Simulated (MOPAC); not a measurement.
MOPAC input (MNDO):

```
MNDO PRECISE GNORM=0.05 LET XYZ GEO-OK AUX(PRECISION=9) THREADS=1
N2O

N    -0.00000000 1   -0.00000000 1   -1.19434265 1
N    -0.00000000 1   -0.00000000 1   -0.07337328 1
O     0.00000000 1    0.00000000 1    1.10925144 1
```

From the output:

```
                                                       MOPAC v23.2.5 Linux

          FINAL HEAT OF FORMATION =         30.99902 KCAL/MOL =     129.69990 KJ/MOL

          COSMO AREA              =         65.78 SQUARE ANGSTROMS
          COSMO VOLUME            =         46.46 CUBIC ANGSTROMS

          GRADIENT NORM           =          0.04181          =       0.02414 PER ATOM
          IONIZATION POTENTIAL    =         11.883536 EV
          HOMO LUMO ENERGIES (EV) =        -11.884  0.336
          NO. OF FILLED LEVELS    =          8
          MOLECULAR WEIGHT        =         44.0128         POINT GROUP:  C*v

          MOLECULAR DIMENSIONS (Angstroms)

            Atom       Atom       Distance
            O     3    N     1     2.30919
            O     3    N     1     0.00000
            N     1    N     2     0.00000

          SCF CALCULATIONS        =         10

   ATOM   CHEMICAL          X               Y               Z
  NUMBER   SYMBOL      (ANGSTROMS)     (ANGSTROMS)     (ANGSTROMS)

     1       N         -0.00000000  *  -0.00000000  *  -1.19853349  *
     2       N          0.00000000  *   0.00000000  *  -0.07068263  *
     3       O         -0.00000000  *  -0.00000000  *   1.11065510  *

                             CARTESIAN COORDINATES

   1    N       -0.000000000    -0.000000000    -1.198533487
   2    N        0.000000000     0.000000000    -0.070682634
   3    O       -0.000000000    -0.000000000     1.110655103

           Empirical Formula: N2 O  =     3 atoms

      MOLECULAR POINT GROUP   :   C*v

                  EIGENVALUES
 -45.18633 -40.04285 -22.50710 -18.93165 -18.93165 -17.61157 -11.88354 -11.88354
   0.33605   0.33605   1.86839   8.93716

              NET ATOMIC CHARGES AND DIPOLE CONTRIBUTIONS

  ATOM NO.   TYPE          CHARGE      No. of ELECS.   s-Pop       p-Pop
    1          N          -0.066057        5.0661     1.88030     3.18575
    2          N           0.336414        4.6636     1.44554     3.21805
    3          O          -0.270357        6.2704     1.92505     4.34531
 DIPOLE           X         Y         Z       TOTAL
 POINT-CHG.     0.000     0.000    -1.176     1.176
 HYBRID         0.000    -0.000     0.412     0.412
 SUM            0.000    -0.000    -0.765     0.765

          ATOMIC ORBITAL ELECTRON POPULATIONS

     Atom    s        px        py        pz
    1  N   1.88030   1.15958   1.15958   0.86659
    2  N   1.44554   1.10556   1.10556   1.00692
    3  O   1.92505   1.73486   1.73486   0.87560

 **********************
 *                    *
 * JOB ENDED NORMALLY *
 *                    *
 **********************

 == MOPAC DONE ==
```

The geometry given is a B3LYP-D3(BJ)/def2-TZVP minimum.
